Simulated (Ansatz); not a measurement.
# CH2NO: the cost of one run

Program: Ansatz 0.2.0. Level of theory: UKS PBE0/def2-SVP. These are calculated values, not measurements.

## Step 1: The system as given

Bond lengths: N1–C2 1.247 Å, C2–O3 1.295 Å, N1–H4 1.008 Å, O3–H5 0.979 Å. Angles: N1–C2–O3 129.0°, C2–N1–H4 119.9°, C2–O3–H5 114.8°.

Structure file:

```xyz
5

N    -0.9139   -0.1893   -0.2815
C     0.1676    0.4320   -0.2788
O     1.2346    0.2069    0.4200
H    -1.6627    0.1085   -0.8876
H     1.1744   -0.5582    1.0279
```

## Step 2: End point A

The input, input.yaml:

```yaml
crystal:
  periodic: [false, false, false]
  atoms:
    - { symbol: "N", position_ang: [-0.91389, -0.18927, -0.28152] }
    - { symbol: C, position_ang: [0.16756, 0.43204, -0.27877] }
    - { symbol: O, position_ang: [1.23463, 0.20691, 0.41998] }
    - { symbol: H, position_ang: [-1.66266, 0.10849, -0.88757] }
    - { symbol: H, position_ang: [1.17437, -0.55818, 1.02788] }
magnetization:
  spin_polarized: true
  initial_magnetization: 1
basis:
  gaussian: { orbitals: def2-SVP }
hamiltonian:
  xc: pbe0
relax:
  f_tol: 0.015
  max_steps: 40
output:
  orbitals: {}
```

Run with:

```bash
$ ansatz run input.yaml --threads 1 --pin off --max-ram 2048MiB --backend cpu --events-out ev --progress --plain --runs-dir out
```

What time and memory should one allow on 1 thread of an Arm CPU, shared host?

About 8.9 s, with a peak of 0.13 GiB.
